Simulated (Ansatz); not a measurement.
Basis sets compared for the cluster P5⁺ (the lowest singlet isomer of a short search). Total charge 1; singlet. Geometry B3LYP-D4/def2-SVP. Ansatz on 4 threads of Arm Neoverse V2 on a shared host; times are rough, and most runs start from earlier orbitals.

```
atom   x (Å)   y (Å)   z (Å)
  P1   1.304  -0.268   0.451
  P2  -0.777  -1.363   0.342
  P3  -0.699   0.634   1.299
  P4   0.047  -0.500  -1.525
  P5   0.125   1.497  -0.568
```

The structure comes from a short search, and lower isomers may exist.

```
           level  functions  energy (Eh)  HOMO (eV)  LUMO (eV)  wall time
       HF/STO-3G         45   -1684.4061     -12.21      -1.51     0.15 s
        HF/6-31G         65   -1703.0518     -15.39      -5.85     0.25 s
 PBE-D4/def2-SVP         90   -1705.2300     -11.68      -9.07     0.65 s
PBE0-D4/def2-SVP         90   -1705.3508     -12.74      -8.38     0.75 s
```

Task: Estimate the rows for PBE-D4/def2-TZVP, PBE0-D4/def2-TZVP.

Result: 
```csv
level,functions,energy (Eh),HOMO (eV),LUMO (eV),wall time
PBE-D4/def2-TZVP,185,-1705.8426,-11.40,-8.82,1.4 s
PBE0-D4/def2-TZVP,185,-1705.9626,-12.41,-8.07,2.5 s
```
